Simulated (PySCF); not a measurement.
# Structure from 2D NMR

Compound of formula C₄H₅FO. Correlations simulated from computed shifts and the bond graph:

HSQC (one-bond C–H):
```tsv
δH	δC
5.47	84.9
5.19	70.9
4.11	61.0
```

COSY cross peaks (H two or three bonds apart, from the bond graph; peaks can be absent where the dihedral angle is near 90°):
```tsv
δH	δH
5.47	5.19
```

HMBC (two and three bonds, from the bond graph; two-bond peaks within aromatic rings are usually weak or absent):
```tsv
δH	δC
5.47	152.8, 70.9
5.19	152.8, 84.9
4.11	152.8
```

Carbons without hydrogens: δ 152.8.

PySCF 2.14.0 with density-fitted response routines calculation with GIAO PBE0/pcSseg-1 shieldings and geometry: GFN2-xTB; non-relativistic, one averaged value for each set of equivalent atoms, one conformer, no solvent model.

Shifts are taken against calculated references (same method and geometry level): TMS for ¹H (σ = 31.72 ppm) and ¹³C (σ = 186.93 ppm).

Exchangeable hydrogens are left out of these lists.

Question: Assemble the structure.

Answer: SMILES F[C@@H]1C(OC)=C1.

Atoms are numbered as in `[CH3:1][O:2][C:3]1=[CH:4][C@@H:5]1[F:6]` (H(Xn): hydrogen on atom n).

δC 152.8 is C3, an alkene carbon bearing oxygen. δC 84.9 is C4, a β carbon of an enol-ether or enamine type C=C (δH 5.47). δC 70.9 is C5, a three-membered-ring carbon (δH 5.19). δC 61.0 is C1, a methyl carbon bonded to O (δH 4.11). HMBC from δH 5.47 reaches the proton-free carbon C3. HMBC from δH 5.19 reaches the proton-free carbon C3. HMBC from δH 4.11 reaches the proton-free carbon C3. COSY links 5.47–5.19.

This is the structure that produced the data. Such data don't tell enantiomers apart.

Shifts are as computed. Against solution values, carbons near 30 ppm lie about +3 ppm off and those near 130 ppm about +5 ppm (rms about the fit 2.1 ppm; single classes can miss by 10 ppm). Of 1328 compounds with measured shifts, 309 miss one by over three times the rms of a fit or turn the order of signals round; such compounds aren't used in these exercises. Signals without a measured value on file couldn't be tested in this way; 1H shifts scatter by 0.2 ppm about their fit, and single ones miss by 0.5 ppm.
